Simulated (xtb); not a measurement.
**AlHSCl (SMILES [SH][Al][Cl]): GFN2-xTB**

We compute an optimisation with harmonic vibrations of AlHSCl. 

The calculation is run with xtb 6.7.1.

7 further runs of the same task are left out: 7 set aside as unsound or not needed.

## (1) The molecule

AlHSCl: 4 atoms, total charge 0, spin state doublet. SMILES: `[SH][Al][Cl]`. The shape is that of a PBE0-D4/def2-TZVP optimisation. The run starts from this shape.

Bond lengths: S1–Al2 2.193 Å, Al2–Cl3 2.107 Å, S1–H4 1.345 Å. Angles: S1–Al2–Cl3 115.5°, Al2–S1–H4 92.8°.

## (2) An optimisation with harmonic vibrations at GFN2-xTB

The input, xcontrol:

```
$chrg 0
$spin 1
$end
```

The input, mol.xyz:

```xyz
4

S      0.43980     0.98490    -0.74470
Al    -0.39410    -0.52590     0.60910
Cl     0.22620    -2.50740     0.25100
H     -0.21640     1.98810    -0.13560
```

On the command line:

```console
$ xtb mol.xyz --ohess vtight --input xcontrol > run.log
```

**Question.** What will come out? Wanted: total energy at the end; dipole moment; HOMO energy; LUMO energy; dispersion energy; mean polarisability; lowest harmonic wavenumber; highest harmonic wavenumber; zero-point energy.

Computed results:

At GFN2-xTB:

| quantity | value |
| --- | --- |
| total energy at the end | -9.42339 Eh |
| dipole moment | 2.57 D |
| HOMO energy (partly filled) | -8.85 eV |
| LUMO energy | -6.03 eV |
| dispersion energy | -6.51 kJ/mol |
| mean polarisability (D4 model) | 72.5 bohr³ |
| lowest harmonic wavenumber | 90 cm⁻¹ |
| highest harmonic wavenumber | 2391 cm⁻¹ |
| zero-point energy | 24.8 kJ/mol |

In words: At the final geometry: Bond lengths: S1–Al2 2.242 Å, Al2–Cl3 2.036 Å, S1–H4 1.330 Å. Angles: S1–Al2–Cl3 124.7°, Al2–S1–H4 91.9°. All 6 modes are real, so the shape is a minimum at this level.
